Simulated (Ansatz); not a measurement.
```yaml
atoms:
  - { symbol: C, position_ang: [0.0473, -0.0721, -0.1255] }
  - { symbol: H, position_ang: [-0.0184, 0.9109, 0.6502] }
  - { symbol: H, position_ang: [0.1560, -0.8733, 0.5090] }
```

RHF on singlet CH2 was run in several spherical basis sets with Ansatz (development build ahead of 0.2.0). Caution: another spin multiplicity may lie lower. Caution for RHF: stretched shape with no unrestricted run beside it, a lower state can exist.

Task: Rank the basis sets by the total energy that they give, lowest first, with the distance from the lowest.
A. cc-pVDZ
B. 6-31G
C. def2-SVP
D. aug-cc-pVDZ
E. STO-3G

Result: D (0.00 eV), A (0.09 eV), B (0.83 eV), C (1.08 eV), E (14.06 eV).

Totals follow the description of the cores as much as that of the bonds, so this order isn't one of quality for chemistry.
